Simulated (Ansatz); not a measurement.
A structure relaxed at PBE0-D4/def2-TZVP, charge 0, multiplicity 1:

```tsv
atom	x (Å)	y (Å)	z (Å)
P1	-0.143	0.024	1.340
B2	0.054	-0.678	-0.405
S3	0.981	0.062	-1.723
H4	-0.310	1.399	1.044
H5	-1.512	-0.277	1.538
H6	-0.354	-1.774	-0.643
H7	1.284	1.243	-1.152
```

**Question.** Give its formula and SMILES.

**Answer.** BH4PS, `PBS`.

**Question.** Summarise the bond lengths by kind.

**Answer.** 1 × B–P 1.891 Å; 2 × H–P 1.415 to 1.416 Å; 1 × B–S 1.773 Å; 1 × B–H 1.194 Å; 1 × H–S 1.346 Å.

Results of the Gaussian-basis code of Ansatz.
